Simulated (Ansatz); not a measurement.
Input for Ansatz (development build ahead of 0.2.0):

```yaml
crystal:
  periodic: [false, false, false]
  atoms:
    - { symbol: S, position_ang: [0.0, 0.0, 0.1021] }
    - { symbol: H, position_ang: [0.0, 1.4614, -1.2767] }
    - { symbol: H, position_ang: [0.0, -0.9743, -0.8171] }
basis:
  gaussian: { orbitals: pcseg-2 }
magnetization:
  spin_polarized: true
hamiltonian:
  xc: pbe
```

The input is written out in the form of the current development build from the run's settings.

Output:

```
Converged                       : yes
Total energy                    : -399.16070 hartree
Spin squared of the determinant : 0.000
Stability test                  : minimum
```
